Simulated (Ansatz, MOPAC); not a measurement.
Gas-phase reaction in SMILES: B(O)([SiH2]C)O [methylsilylboronic acid] → C[SiH2] (CH5Si) + [B](O)O (the B-Si bond breaks)

Wanted: bond dissociation energy (enthalpy at 298 K), in kcal/mol. Set-up: no dispersion term unless named; no spin-orbit coupling; six Cartesian d functions in 6-31G* and its kin unless marked 5d; UHF or UKS for open shells; non-relativistic; valence correlation only. CBS marks a two-point X^-3 extrapolation of the correlation energy; Hartree-Fock from the larger set. [CCSD(T)-MP2]/basis is that difference in the basis named. Ab initio and DFT rows: single points at B3LYP-D3(BJ) geometries (Ansatz, a program for electronic structure), with unscaled harmonic terms from B3LYP/6-31G* (Ansatz) at its own minima. Semi-empirical rows: MOPAC heats of formation at their own minima for 298 K.

| species | coefficient | E at MP2/6-31G* (Ansatz), Eh | E at PBE/def2-TZVPD (Ansatz), Eh | H(298 K) - E, kcal/mol | heat of formation at PM3 (MOPAC), kcal/mol |
|---|---|---|---|---|---|
| C[SiH2]B(O)O | -1 | -506.01082 | -506.90388 | 60.58 | -175.81 |
| C[SiH2] (CH5Si) | +1 | -329.85131 | -330.36211 | 35.58 | 22.30 |
| O[B]O | +1 | -176.01483 | -176.40295 | 21.70 | -113.32 |

Coupled cluster (Ansatz) is a level with limits of its own, used here on species with T1 under 0.025 (0.045 for open shells) and stable references: RI-MP2/CBS(cc-pV(T+d)Z,cc-pV(Q+d)Z)+[CCSD(T)-MP2]/cc-pV(T+d)Z. Value to compare with, RI-MP2/CBS(cc-pV(T+d)Z,cc-pV(Q+d)Z)+[CCSD(T)-MP2]/cc-pV(T+d)Z (Ansatz): 91.7 kcal/mol. 1 Eh = 627.5095 kcal/mol.

### Question
Work the quantity out at each level, and compare with RI-MP2/CBS(cc-pV(T+d)Z,cc-pV(Q+d)Z)+[CCSD(T)-MP2]/cc-pV(T+d)Z (Ansatz).

### Answer

- MP2/6-31G*: the sum of coefficient times E is 0.14468 Eh, or 90.79 kcal/mol; the thermal terms add -3.30. Result: 87.5 kcal/mol. Its difference against RI-MP2/CBS(cc-pV(T+d)Z,cc-pV(Q+d)Z)+[CCSD(T)-MP2]/cc-pV(T+d)Z (Ansatz) is -4.2 kcal/mol.
- PBE/def2-TZVPD: the sum of coefficient times E is 0.13882 Eh, or 87.11 kcal/mol; the thermal terms add -3.30. Result: 83.8 kcal/mol. Its difference against RI-MP2/CBS(cc-pV(T+d)Z,cc-pV(Q+d)Z)+[CCSD(T)-MP2]/cc-pV(T+d)Z (Ansatz) is -7.9 kcal/mol.
- PM3: the sum of coefficient times heat of formation is 84.79 kcal/mol; it needs no thermal term. Its difference against RI-MP2/CBS(cc-pV(T+d)Z,cc-pV(Q+d)Z)+[CCSD(T)-MP2]/cc-pV(T+d)Z (Ansatz) is -6.9 kcal/mol.
